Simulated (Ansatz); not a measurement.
**SiH3Cl (singlet): B2PLYP, RKS PBE0, RPA-PBE over a scan of the distance Cl1–H2 along a hydrogen transfer, cc-pVTZ**

An exercise on one series of results from a longer session: the logs are not shown, and one member is left open.

Computed with Ansatz 0.2.0, Gaussian basis. Level: cc-pVTZ, all electrons in the functionals, frozen cores in the correlation of double hybrids and RPA.

Plan: B2PLYP, RKS PBE0, RPA-PBE, at 1.279 Å; 1.391 Å; 1.614 Å; 1.838 Å; 2.062 Å.

### The geometry

The geometry derives from fragments relaxed apart (PBE0/def2-TZVP) and kept rigid, so it is no stationary point. A hydrogen atom is moved between rigid fragments.

5 atoms, charge 0, spin multiplicity 1.

Atoms are counted from 1 here; the program's logs count them from 0.

Bond lengths: Cl1–H2 1.279 Å, Si3–H4 1.526 Å, Si3–H5 1.526 Å. Angles: H4–Si3–H5 91.2°.

No dispersion term is added.

The geometry shown and the zero of energy belong to the point 1.279 Å. The yardstick, UCCSD(T), and other wave-function levels (R restricted, U unrestricted, valence and pair active spaces) come from earlier runs.

The first run:

Input file in.yaml:

```yaml
crystal:
  periodic: [false, false, false]
  atoms:
    - {symbol: Cl, position_ang: [-1.621609, 0.026478, 0.000000]}
    - {symbol: H, position_ang: [-0.342809, 0.026478, 0.000000]}
    - {symbol: Si, position_ang: [1.880391, 0.026478, 0.000000]}
    - {symbol: H, position_ang: [2.492571, -0.847806, 1.090012]}
    - {symbol: H, position_ang: [2.492571, -0.847806, -1.090012]}
basis:
  gaussian: {orbitals: cc-pVTZ}
magnetization: {spin_polarized: true, initial_magnetization: 0}
hamiltonian: {xc: {name: B2PLYP}}
correlation: {electrons: outside_noble_gas}
```

Command:

```console
ansatz run in.yaml --threads 1 --pin off --events-out ev --progress --plain --max-ram 4096MiB --backend cpu
```

Among the steps run: B2PLYP, 1.279 Å; B2PLYP, 1.391 Å; B2PLYP, 1.614 Å; B2PLYP, 1.838 Å; B2PLYP, 2.062 Å; RKS PBE0, 1.279 Å; RKS PBE0, 1.391 Å; RKS PBE0, 1.614 Å; RKS PBE0, 1.838 Å; RKS PBE0, 2.062 Å; RPA-PBE, 1.279 Å; RPA-PBE, 1.391 Å; RPA-PBE, 1.614 Å; RPA-PBE, 1.838 Å; RPA-PBE, 2.062 Å.

One of the session's tables, all rows but one given; the rest of the session is left out.

```
   level  1.391 Å  1.614 Å  1.838 Å  2.062 Å
UCCSD(T)      2.8     16.8     26.9     28.3
  B2PLYP      2.1     14.5     22.5     27.4
RKS PBE0      1.2     11.6     21.2     32.0
 RPA-PBE        ?        ?        ?        ?
```

Q: Estimate the row for RPA-PBE from the others.

As computed: 1.391 Å: 2.6; 1.614 Å: 14.1; 1.838 Å: 21.8; 2.062 Å: 26.1. In the column «1.391 Å» it lies between B2PLYP (2.1) and UCCSD(T) (2.8).

To keep in mind: The determinant is far from a pure spin state, so its energy mixes those of several spin states (harmless only where they are near-degenerate, as at dissociation). Energies in kcal/mol, counted from 1.279 Å; blanks weren't run or aren't comparable. The yardstick itself may be off where one determinant is a poor start.
